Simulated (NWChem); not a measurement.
All runs are NWChem calculations. System: HLi, charge 0, spin multiplicity 1, at a geometry optimised with PBE0/def2-SVP. The structure started from a generated list of species. Level: PBE0/def2-SVPD.

Part of the output:

```
             Northwest Computational Chemistry Package (NWChem) 7.3.0
             --------------------------------------------------------

                                NWChem Input Module
                                -------------------

 Scaling coordinates for geometry "geometry" by  1.889725989
 (inverse scale =  0.529177249)

 Turning off AUTOSYM since
 SYMMETRY directive was detected!

                             Geometry "geometry" -> ""
                             -------------------------

 Output coordinates in angstroms (scale by  1.889725989 to convert to a.u.)

  No.       Tag          Charge          X              Y              Z
 ---- ---------------- ---------- -------------- -------------- --------------
    1 Li                   3.0000     0.00000000     0.00000000     0.39940600
    2 H                    1.0000     0.00000000     0.00000000    -1.19821800

 Effective nuclear repulsion energy (a.u.)       0.9936829611

            Nuclear Dipole moment (a.u.)
            ----------------------------
        X                 Y               Z
 ---------------- ---------------- ----------------
     0.0000000000     0.0000000000     0.0000000000

      Symmetry information
      --------------------

 Group name             C2v
 Group number             16
 Group order               4
 No. of unique centers     2

      Symmetry unique atoms

     1    2


 Summary of "ao basis" -> "" (spherical)
 ------------------------------------------------------------------------------
       Tag                 Description            Shells   Functions and Types
 ---------------- ------------------------------  ------  ---------------------
 *                         def2-svpd                  on all atoms

                              NWChem Property Module
                              ----------------------

                                 NWChem DFT Module
                                 -----------------

 Summary of "ao basis" -> "ao basis" (spherical)
 ------------------------------------------------------------------------------
       Tag                 Description            Shells   Functions and Types
 ---------------- ------------------------------  ------  ---------------------
 Li                        def2-svpd                 6       12   3s3p
 H                         def2-svpd                 4        8   2s2p

 Summary of "ao basis" -> "ao basis" (spherical)
 ------------------------------------------------------------------------------
[...]
     -   - - -        -----         -----         ----         -------
     0   0 0 0     -0.000000     -2.000000     -2.000000      4.000000

     1   1 0 0      0.000000      0.000000      0.000000      0.000000
     1   0 1 0     -0.000000     -0.000000     -0.000000      0.000000
     1   0 0 1      2.272605      1.136303      1.136303      0.000000

     2   2 0 0     -4.123272     -2.061636     -2.061636      0.000000
     2   1 1 0      0.000000      0.000000      0.000000      0.000000
     2   1 0 1     -0.000000     -0.000000     -0.000000      0.000000
     2   0 2 0     -4.123272     -2.061636     -2.061636      0.000000
     2   0 1 1      0.000000      0.000000      0.000000      0.000000
     2   0 0 2     -5.291900     -6.063997     -6.063997      6.836095

 *** CALLING NEW AORESP DRIVER FOR CLOSED AND OPEN SHELLS ***
 Entering AOResponse driver routine

--------------------------------------------------------------------------------

          ****************
          *** RESPONSE ***
          ****************

 Response module for NWChem and dynamic CPKS solver

          -----------------------------------------------
          Solving response equations for perturbing field
          -----------------------------------------------

 number of frequencies:     1
 frequency in a.u.:  0.0000000E+00
 Perturbing field: electric
 Using El. Dipole Length Gauge

 Setting up CPKS with frequency omega =      0.00000000 a.u.

 STATIC response

                                NWChem CPHF Module
                                ------------------

  scftype          =     RHF
  nclosed          =        2
  nopen            =        0
  variables        =       36
  # of vectors     =        3
  tolerance        = 0.10D-03
  level shift      = 0.00D+00
  max iterations   =       50
  max subspace     =       30

  int2e_file: Failed to allocate cache ... halving
 SCF residual:    1.2749334931457722E-006

Iterative solution of linear equations
  No. of variables       36
  No. of equations        3
  Maximum subspace       30
        Iterations       50
       Convergence  1.0D-04

   iter   nsub   residual    time
   ----  ------  --------  ---------
     1      3    1.59D+00       0.5
     2      6    4.37D-01       0.6
     3      9    5.92D-02       0.7
     4     12    4.84D-03       0.8
     5     15    1.81D-04       0.9
     6     18    1.29D-05       1.1

 Electric Dipole Response Matrix (nonzero elements):

              1        2        3
    1   30.7315  -0.0000   0.0000
    2   -0.0000  30.7315  -0.0000
    3    0.0000  -0.0000  23.9022

 ------------------------------------------
 average:        28.45507 + I       0.00000

 DFT Linear Response polarizability / au
 Frequency  =       0.0000000 / au
 Wavelength = -999999.0000000 / nm
              X              Y              Z
 -----------------------------------------------
 X      30.7315264     -0.0000000      0.0000001
 Y      -0.0000000     30.7315264     -0.0000001
 Z       0.0000001     -0.0000001     23.9021690
 -----------------------------------------------
 Eigenvalues =      30.7315264     30.7315265     23.9021690
 Isotropic   =      28.4550739
 Anisotropic =       6.8293575
 -----------------------------------------------

 Magnetic Dipole Response Matrix (nonzero elements):
 Optical rotation tensor Beta

 *** static G'=0. Use GPRIME input with finite omega
 *** or better ORBETA without GPRIME for small or zero freq.

 zero matrix

 ------------------------------------------
 average:         0.00000 + I       0.00000

 Exiting AOResponse driver routine

          -------------
          Dipole Moment
          -------------

 Center of charge (in au) is the expansion point
         X =       0.0000000 Y =       0.0000000 Z =       0.0000000

   Dipole moment        2.2726051457 A.U.
             DMX        0.0000000029 DMXEFC        0.0000000000
             DMY       -0.0000000033 DMYEFC        0.0000000000
             DMZ        2.2726051457 DMZEFC        0.0000000000
   -EFC- dipole         0.0000000000 A.U.
   Total dipole         2.2726051457 A.U.

   Dipole moment        5.7764297636 Debye(s)
             DMX        0.0000000073 DMXEFC        0.0000000000
             DMY       -0.0000000083 DMYEFC        0.0000000000
             DMZ        5.7764297636 DMZEFC        0.0000000000
   -EFC- dipole         0.0000000000 DEBYE(S)
   Total dipole         5.7764297636 DEBYE(S)

 1 a.u. = 2.541766 Debyes

 Task  times  cpu:        1.0s     wall:        1.0s

 Total times  cpu:        1.1s     wall:        1.1s
```

Question: Write an NWChem input that would produce this output.

Answer: One answer among several that fit: 
```
start mol
memory heap 200 mb stack 900 mb global 1100 mb
geometry units angstroms nocenter noautoz
  Li     0.000000     0.000000     0.399406
  H      0.000000     0.000000    -1.198218
  symmetry group C2v
end
basis spherical
  * library def2-svpd
end
dft
  xc pbe0
  semidirect memsize 60000000 filesize 0
  iterations 100
end
property
  dipole
  response 1 0.0
end
task dft property
```
